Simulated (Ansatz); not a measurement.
Basis-set extrapolation for C2H3ClO (`O=CCCl`) (PBE0-D4/def2-TZVP geometry, frozen core, Ansatz 0.2.0). Multiplicity 1, RHF reference.

|  | def2-TZVPP | def2-QZVPP |
| --- | --- | --- |
| HF | -611.905620 | -611.925380 |
| MP2 correlation | -0.743149 | -0.802457 |
| CCSD(T) correlation | -0.807100 | not run |

Energies in hartree. Use E(X) = E(∞) + A·exp(−7.88·√X) for Hartree–Fock and E(X) = E(∞) + B·X^(−2.97) for correlation, with X = 3 and 4, and add CCSD(T) minus MP2 of the smaller set to the MP2 limit.

Task: What is the CCSD(T) energy at the basis-set limit?

Result: HF limit: -611.925380 + (-0.019760) × 0.13774 = -611.92810. MP2 limit: -0.802457 + (-0.059308) × 0.74074 = -0.84639. Higher-order term: -0.807100 − (-0.743149) = -0.06395. Total: -612.83844 hartree, 3.42 eV below CCSD(T)/def2-TZVPP.
